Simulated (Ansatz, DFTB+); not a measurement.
## Isomers of C3H5

3 of its isomers, all doublets with charge 0: A = `[CH2]C=C`; B = `C=[C]C`; C = cyclopropyl `[CH]1CC1`.

Shapes, held fixed at every level: PBE0-D4/def2-TZVP. Flexible molecules stand in one conformer, not always the lowest. Programs: Ansatz 0.2.0, DFTB+ 25.1.

Electronic energies in kJ/mol, without zero-point or thermal terms.

**Question.** Which isomer should be the most stable, and roughly by how much?

**Answer.** A < B < C in rising energy, over a span of 123 kJ/mol, by B2PLYP/def2-TZVPP. All levels agree on that. The B − A difference spans +73.1 to +92.0 kJ/mol over the levels. Spin contamination: C3H5 (SMILES [CH2]C=C) (⟨S²⟩ up to 0.95), C3H5 (SMILES C=[C]C) (⟨S²⟩ up to 0.91). Open shells run unrestricted unless RO is named.

```csv
level,kind,B − A,C − A
DFTB2-D4,semi-empirical,+73.1,+143.3
HF/def2-TZVPP,Hartree–Fock,+92.0,+144.0
SPW92/def2-TZVPP,LDA,+81.7,+99.9
PBE-D4/def2-TZVPP,GGA,+81.9,+111.7
r2SCAN-D4/def2-TZVPP,meta-GGA,+86.0,+116.3
B3LYP-D4/def2-TZVPP,global hybrid,+87.1,+130.6
r2SCAN0-D4/def2-TZVPP,global hybrid,+88.1,+112.1
wB97X-V/def2-TZVPP,range-separated hybrid,+84.4,+106.8
B2PLYP/def2-TZVPP,double hybrid,+83.8,+122.9
```
